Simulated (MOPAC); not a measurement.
MOPAC input (PM6):

```
PM6 1SCF GEO-OK AUX(PRECISION=9) THREADS=1
C4H6

C    -0.00009993 1   -0.00095442 1    0.31517980 1
C    -0.01085219 1   -0.76561157 1   -0.93063144 1
C     0.01144086 1    0.77123367 1   -0.92597056 1
C    -0.00051703 1   -0.00493794 1    1.63067274 1
H    -0.92882004 1   -1.25538122 1   -1.23503907 1
H     0.89268877 1   -1.28180502 1   -1.23454154 1
H     0.92960062 1    1.26283615 1   -1.22682425 1
H    -0.89190819 1    1.28925995 1   -1.22732177 1
H    -0.01412041 1   -0.93212254 1    2.19130493 1
H     0.01272905 1    0.91883428 1    2.19691844 1
```

What heat of formation does the run end on, and which ionisation energy by Koopmans theorem?

37.13 kcal/mol; 10.28 eV.
